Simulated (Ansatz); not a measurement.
Geometry optimisation, RKS B3LYP-D4/def2-SVP (Ansatz).

input.yaml

```yaml
crystal:
  periodic: [false, false, false]
  atoms:
    - { symbol: Si, position_ang: [0.0, 0.0, 0.0] }
    - { symbol: H, position_ang: [0.0, 0.0, 1.46] }
    - { symbol: H, position_ang: [1.3768, 0.0, -0.4862] }
    - { symbol: H, position_ang: [-0.6877, 1.1914, -0.4862] }
    - { symbol: H, position_ang: [-0.6877, -1.1914, -0.4862] }
basis:
  gaussian: { orbitals: def2-SVP }
hamiltonian:
  xc: b3lyp
  dispersion: d4
relax:
  f_tol: 0.02
  max_steps: 40
output:
  orbitals: {}
```

Command:

```bash
$ ansatz run input.yaml --threads 1 --pin off --max-ram 2048MiB --backend cpu --events-out ev --progress --plain --runs-dir out
```

Question: Where does it end, and by what steps?

Answer: The forces met the threshold. After 2 steps the energy has fallen by 0.037 eV; H4 moved furthest, 0.03 Å.

```tsv
step	energy less start (eV)	largest force component (eV/Å)	accepted
0	0.0000	0.605	yes
1	-0.0346	0.158	yes
2	-0.0373	0.003	yes
```

```xyz
5
Properties=species:S:1:pos:R:3
Si 0.000 0.000 0.000
H 0.000 0.000 1.491
H 1.406 0.000 -0.496
H -0.702 1.217 -0.497
H -0.702 -1.217 -0.497
```

Whether the end is a true minimum wasn't checked by a vibrational analysis.

Time of the run: 2.7 s on 1 thread of Arm Neoverse V1, on a shared host, peak memory 0.085 GiB.
